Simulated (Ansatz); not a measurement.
Where CCSD(T) holds and where it slips

Each species is computed at the geometry given (Å), with frozen cores, in Ansatz 0.2.0: RHF-CCSD(T) for singlets, UHF-CCSD(T) otherwise, and full CI in the same basis. The program picks the determinant by trial CCSD, so it needn't be the lowest Hartree–Fock solution. States: SiC⁺ Σ⁻ or Δ, BS⁺ Σ⁻ or Δ, HBeGe⁺ Σ⁺ or Δ, AlBeH A'. Cases whose determinant has another symmetry than full CI's state, or whose (Q) step broke down, weren't drawn. No relativity is included.

Problem. Judging by size, spin and bonding and the diagnostics given, rank them by the size of CCSD(T)'s error in total energy against full CI in the same basis, smallest first (an estimate).
A. SiC⁺, quartet, 6-31G: Si 0.000 0.000 0.000; C 0.000 0.000 1.710. T1 0.051, (T) -71 meV in a correlation energy of -2.48 eV
B. BS⁺, triplet, 6-31G: B 0.000 0.000 0.000; S 0.000 0.000 2.338. T1 0.034, (T) -44 meV in a correlation energy of -2.41 eV
C. HBeGe⁺, singlet, 6-31G: Ge 0.000 0.000 1.959; Be 0.000 0.000 -0.307; H 0.000 0.000 -1.652. T1 0.012, (T) -20 meV in a correlation energy of -1.91 eV
D. AlBeH, singlet, cc-pVDZ: Al 0.000 0.004 -0.604; Be 0.000 -0.147 1.713; H 0.000 1.197 0.866. T1 0.030, (T) -158 meV in a correlation energy of -3.71 eV

Solution. C (11.9 meV), B (16.3 meV), A (35.4 meV), D (52.2 meV).

```tsv
species	basis	correlated electrons	CCSD(T) − full CI (meV)	CCSDT(Q) − full CI (meV)	unpaired electrons (full CI)	T1	⟨S²⟩ of the determinant
HBeGe⁺, singlet	6-31G	6	11.9	1.2	0.06	0.012	0.00
BS⁺, triplet	6-31G	8	16.3	-0.4	2.17	0.034	2.11
SiC⁺, quartet	6-31G	7	35.4	0.8	3.07	0.051	3.75
AlBeH, singlet	cc-pVDZ	6	52.2	2.3	0.38	0.030	0.00
```

Unpaired electrons are Σ n²(2−n)² over natural occupations; an open shell counts its own unpaired electrons too. Frozen cores follow each run's orbitals, which moves totals by a few meV.
